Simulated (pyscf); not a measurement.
Homolytic dissociation enthalpies at 298 K of As–Ga, As–In, Ga–P, In–P bonds in 8 gas-phase molecules, in kcal/mol. PySCF, gas phase, ωB97X-D3(BJ)/def2-SVP geometries. Correlated levels are frozen-core, on RHF or UHF. ΔMP2 is the change of the MP2 total energy from the triple- to the quadruple-zeta basis. Both columns use the same structures and thermal terms. Rows were drawn at random from the closed-shell molecules with such a bond whose radicals are computed, keep their shape and have no isomer in the data more than 5 kcal/mol lower.

```csv
row,molecule,radicals,r²SCAN/def2-TZVP,CCSD(T)/def2-TZVPP + ΔMP2(QZVPP)
1,H₂As–InH₂,AsH₂• + InH₂•,53.7,58.2
2,HO–InH–AsH₂,[HO–InH]• + AsH₂•,50.4,55.8
3,HO–PH–InH₂,HO–PH• + InH₂•,46.4,50.8
4,HO–GaH–AsH₂,[HO–GaH]• + AsH₂•,58.4,63.8
5,H₂P–GaH₂,PH₂• + GaH₂•,65.1,?
6,H₃Si–PH–GaH₂,H₃Si–PH• + GaH₂•,66.9,71.9
7,H₂Al–PH–GaH₂,H₂Al–PH• + GaH₂•,72.9,77.0
8,H₂P–InH–PH₂,PH₂• + [H₂P–InH]•,54.1,58.8
```

**Question.** Fit a line that carries the r²SCAN values to the last column and predict row 5.

**Answer.** In the 7 complete rows the last column lies 4.1 to 5.4 kcal/mol from r²SCAN (mean 4.8, median 4.7). Least squares gives y = 5.4 + 0.99·x with residuals of 0.5 kcal/mol (root mean square). For row 5: 5.4 + 0.99 × 65.1 = 69.8 kcal/mol. The computed value is 69.2 kcal/mol, 0.6 under the line. The CCSD(T) − MP2 part came from Ansatz, without density fitting, on the same reference. The frozen core leaves the outer d or s,p core shells of the metals and heavy elements correlated in the MP2 and CC values, and def2-TZVPP describes them poorly, which can shift differences by a few kcal/mol. Elements up to Kr have no core potential and no relativistic terms here. Elements past Kr carry the def2 core potentials, without spin-orbit coupling.
